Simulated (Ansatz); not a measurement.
# One shape, several levels: SiH (SMILES [SiH])

Wanted: a comparison of 6 runs (U-revPBE/3-21G, U-r2SCAN/6-311G**, U-wB97X/6-311G**, UBCCD(T)/6-311G**, UCCSDT(Q)/6-311G**, UCCSDT/6-311G**) of SiH. 

Program for the calculation: Ansatz 0.2.0.

66 further runs of the same task are left out: 2 that didn't finish, 64 set aside as unsound or not needed.

### Step 1. Starting point

The species is SiH (2 atoms), meant as a doublet with charge 0. As SMILES, `[SiH]`. The H2–Si1 distance was set to 2.275 Å, away from the relaxed value.

### Step 2. A single-point energy at U-revPBE/3-21G (run 1)

Input file in.yaml:

```yaml
crystal:
  periodic: [false, false, false]
  atoms:
    - symbol: Si
      position_ang: [0.000000, 0.000000, -0.758240]
    - symbol: H
      position_ang: [0.000000, 0.000000, 1.516560]
basis:
  gaussian:
    orbitals: 3-21G.json
magnetization:
  spin_polarized: true
  initial_magnetization: 1
hamiltonian:
  xc: {name: revPBE}
accuracy: high
```

The basis set 3-21G is read from a file made from the Basis Set Exchange's data (not shown).

The run is started by

```sh
ansatz run in.yaml --threads 1 --pin off --max-ram 2610MiB --events-out events.jsonl --progress --plain --runs-dir runs
```

Output:

```text
Warning: RAYON_NUM_THREADS=1 ignored (pool sized by the plan → 1); use --threads N
Functional definition: revPBE
  name "revPBE"
  parameter kappa = 1.245
  parameter beta = 0.06672455060314922
  exchange = pbe_x(kappa = kappa, mu = beta*pi^2/3)
  correlation = pbe_c(beta = beta)
280 factors; integrals over basis functions are off by at most 2.9e-9 eV
mean field evaluation 1: about -7845.6854 eV, gradient 6.6e0 eV
mean field evaluation 2: about -7843.0807 eV, gradient 1.4e1 eV
mean field evaluation 4: about -7846.2496 eV, gradient 3.4e-1 eV
mean field evaluation 8: about -7846.2517 eV, gradient 2.3e-2 eV
mean field evaluation 16: about -7846.2517 eV, gradient 2.3e-8 eV
mean field evaluation 32: about -7843.6259 eV, gradient 4.1e-4 eV
mean field evaluation 64: about -7846.0600 eV, gradient 3.0e0 eV
mean field -7846.25168937 eV, -288.3444312038 hartree, gradient 2.4e-8 eV, S^2 0.760460; 11 other end points of the search recorded, 0 dependent functions left out
reference -7846.25169186 eV, -288.3444312954 hartree; 8, 7 occupied and 7, 8 virtual orbitals, 280 factors
Total energy: -7846.25169186 eV, -288.3444312954 hartree
```

Run time: 2 s. Hardware: 1 thread of Arm Neoverse V2, shared host.

### Step 3. A single-point energy at U-r2SCAN/6-311G(d,p) (run 2)

Input file input.yaml:

```yaml
crystal:
  periodic: [false, false, false]
  atoms:
    - symbol: Si
      position_ang: [0.000000, 0.000000, -0.758240]
    - symbol: H
      position_ang: [0.000000, 0.000000, 1.516560]
basis:
  gaussian:
    orbitals: 6-311G_st__st_-spherical.json
magnetization:
  spin_polarized: true
  initial_magnetization: 1
hamiltonian:
  xc: {name: r2SCAN}
accuracy: high
```

The basis set 6-311G** is read from a file made from the Basis Set Exchange's data (not shown).

The run is started by

```sh
ansatz run input.yaml --threads 1 --pin off --max-ram 2610MiB --events-out events.jsonl --progress --plain --runs-dir runs
```

Output:

```text
Warning: RAYON_NUM_THREADS=1 ignored (pool sized by the plan → 1); use --threads N
Functional definition: r2SCAN
  name "r2SCAN"
  parameter k0 = 0.174
  parameter k1 = 0.065
  parameter a1 = 4.9479
  exchange = r2scan_x(k0 = k0, k1 = k1, a1 = a1)
  correlation = r2scan_c
446 factors; integrals over basis functions are off by at most 3.9e-9 eV
mean field evaluation 1: about -7887.7440 eV, gradient 7.6e0 eV
mean field evaluation 2: about -7885.4355 eV, gradient 1.4e1 eV
mean field evaluation 4: about -7888.4956 eV, gradient 4.9e-1 eV
mean field evaluation 8: about -7888.4979 eV, gradient 8.0e-2 eV
mean field evaluation 16: about -7888.4989 eV, gradient 3.1e-5 eV
mean field evaluation 32: about -7888.4989 eV, gradient 1.4e-7 eV
mean field evaluation 64: about -7887.5570 eV, gradient 1.7e0 eV
mean field -7888.49892453 eV, -289.8969884600 hartree, gradient 3.8e-8 eV, S^2 0.784695; 9 other end points of the search recorded, 0 dependent functions left out
reference -7888.49892762 eV, -289.8969885736 hartree; 8, 7 occupied and 24, 25 virtual orbitals, 446 factors
Total energy: -7888.49892762 eV, -289.8969885736 hartree
```

It took 5.1 s on 1 thread of Arm Neoverse V2, shared host; peak memory 0.14 GiB.

### Step 4. The energy at U-wB97X/6-311G(d,p) (run 3)

Input file input.yaml:

```yaml
basis:
  gaussian:
    orbitals: 6-311G_st__st_-spherical.json
crystal:
  periodic: [false, false, false]
  atoms:
    - {symbol: Si, position_ang: [0.000000, 0.000000, -0.758240]}
    - {symbol: H, position_ang: [0.000000, 0.000000, 1.516560]}
magnetization:
  spin_polarized: true
  initial_magnetization: 1
hamiltonian:
  xc: {name: wB97X}
accuracy: high
```

The basis set 6-311G** is read from a file made from the Basis Set Exchange's data (not shown).

The run is started by

```sh
ansatz run input.yaml --threads 1 --pin off --max-ram 2610MiB --events-out events.jsonl --progress --plain --runs-dir runs
```

Output:

```text
Warning: RAYON_NUM_THREADS=1 ignored (pool sized by the plan → 1); use --threads N
Functional definition: wB97X
  name "wB97X"
  parameter omega = 0.3/bohr
  parameter cx = 0.157706
  parameter cx1 = 0.726479
  parameter cx2 = 1.04760
  parameter cx3 = -5.70635
  parameter cx4 = 13.2794
  parameter css1 = -4.33879
  parameter css2 = 18.2308
  parameter css3 = -31.7430
  parameter css4 = 17.2901
  parameter cos1 = 2.37031
  parameter cos2 = -11.3995
  parameter cos3 = 6.58405
  parameter cos4 = -3.78132
  exchange = spin_sum(e_x_unif_sr(omega)*poly(b97_u_x, 1 - cx, cx1, cx2, cx3, cx4)) + cx*exact_x_sr(omega)
      + exact_x_lr(omega)
  correlation = spin_sum(e_c_pw_same_spin*poly(b97_u_same, 1, css1, css2, css3, css4))
      + integral(e_c_pw_opposite_spin*poly(b97_u_opposite, 1, cos1, cos2, cos3, cos4))
446 factors; integrals over basis functions are off by at most 3.9e-9 eV
142 factors; integrals over basis functions are off by at most 1.9e-9 eV
mean field evaluation 1: about -7888.3680 eV, gradient 6.3e0 eV
mean field evaluation 2: about -7888.8641 eV, gradient 3.2e0 eV
mean field evaluation 4: about -7888.9565 eV, gradient 2.8e-1 eV
mean field evaluation 8: about -7888.9587 eV, gradient 8.2e-2 eV
mean field evaluation 16: about -7888.9604 eV, gradient 6.3e-5 eV
mean field evaluation 32: about -7888.9604 eV, gradient 7.1e-8 eV
mean field -7888.96043566 eV, -289.9139486809 hartree, gradient 7.1e-8 eV, S^2 0.769720; 3 other end points of the search recorded, 0 dependent functions left out
reference -7888.96043442 eV, -289.9139486354 hartree; 8, 7 occupied and 24, 25 virtual orbitals, 446 factors
Total energy: -7888.96043442 eV, -289.9139486354 hartree
```

It took 5.4 s on 1 thread of Arm Neoverse V2, shared host; peak memory 0.23 GiB.

Runs 4 to 5 aren't shown in full; the table further down has their settings and results.

### Step 5. A single-point energy at UCCSDT/6-311G(d,p) (run 6)

Input file in.yaml:

```yaml
crystal:
  periodic: [false, false, false]
  atoms:
    - symbol: Si
      position_ang: [0.000000, 0.000000, -0.758240]
    - symbol: H
      position_ang: [0.000000, 0.000000, 1.516560]
basis:
  gaussian: {orbitals: 6-311G_st__st_-spherical.json}
magnetization: {spin_polarized: true, initial_magnetization: 1}
correlation: {method: ccsdt, frozen_orbitals: {H: 0, Si: 5}}
accuracy: high
scf: {omitted_lower_state_checks: [cluster_reference, increment]}
```

The basis set 6-311G** is read from a file made from the Basis Set Exchange's data (not shown).

The run is started by

```sh
ansatz run in.yaml --threads 1 --pin off --max-ram 2610MiB --events-out events.jsonl --progress --plain --runs-dir runs
```

Output:

```text
Warning: RAYON_NUM_THREADS=1 ignored (pool sized by the plan → 1); use --threads N
[... 16 lines left out ...]
5 core orbitals not correlated: weight in the atoms' cores, before any rotation towards them, 1.000 or more for the frozen orbitals, at most 0.000 for the correlated occupied ones
[... 32 lines left out ...]
Total energy: -7876.65270438 eV, -289.4616478991 hartree
Checks for a lower state left out: cluster_reference, increment
```

It took 1.7 s on 1 thread of Arm Neoverse V2, shared host; peak memory 0.094 GiB.

### Step 6. All runs side by side

```csv
run,level,frozen core orbitals,energy (Eh),⟨S²⟩,wall time
1,U-revPBE/3-21G,–,-288.344431,0.760,2 s
2,U-r2SCAN/6-311G**,–,-289.896989,0.785,5.1 s
3,U-wB97X/6-311G**,–,-289.913949,0.770,5.4 s
4,UBCCD(T)/6-311G**,5,-289.460731,1.202,0.82 s
5,UCCSDT(Q)/6-311G**,5,-289.461726,1.202,2.6 s
6,UCCSDT/6-311G**,5,-289.461648,1.202,1.7 s
```

### Step 7. Summary of results

| quantity | value |
| --- | --- |
| run 6: total energy | -289.46165 Eh |
| run 6: correlation energy (5 core orbitals frozen) | -91.6 mEh |
| run 6: ⟨S²⟩ of the reference determinant | 1.202 |
| run 6: T1 diagnostic | 0.103 |

**Reading.** Totals of different functionals can't be ranked against each other. Spin contamination of the reference: run 4 ⟨S²⟩ = 1.20, run 5 ⟨S²⟩ = 1.20, run 6 ⟨S²⟩ = 1.20. All runs together took 18 s, the longest 5.4 s.
